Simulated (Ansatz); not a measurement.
Species: N$_{2}$O, charge 1, doublet. N2O+ (parent SMILES N#[N+][O-], doublet).
B3LYP-D3(BJ)/def2-TZVP minimum from Ansatz (an electronic-structure program):
```xyz
3

N      0.0000     0.0000    -1.2050
N      0.0000     0.0000    -0.0698
O      0.0000     0.0000     1.1155
```
Charge +1, spin multiplicity 2.

Total energies in cc-pVTZ, 15 correlated electrons, 3 frozen orbitals. UHF or UKS for unpaired electrons; spin-orbit terms are left out. Cores are frozen in correlated methods. No relativity. The UHF reference of N2O+ (parent SMILES N#[N+][O-], doublet) is spin-contaminated (<S^2> up to 0.27 over the pure value in the sets run). The spin of N2O+ (parent SMILES N#[N+][O-], doublet) was assumed, and the state is the lowest solution found for it.

```
method    program  energy (Eh)  minus CCSDT(Q) (mEh)
--------  -------  -----------  --------------------
HF         Ansatz   -183.34288                599.76
MP2        Ansatz   -183.87756                 65.07
CCSD       Ansatz   -183.90855                 34.08
CCSD(T)    Ansatz   -183.93843                  4.20
CCSDT(Q)   Ansatz   -183.94263                  0.00
```

Rough core times of Ansatz's runs on a shared machine: CCSD(T) under 20 s, CCSDT(Q) 40 min.
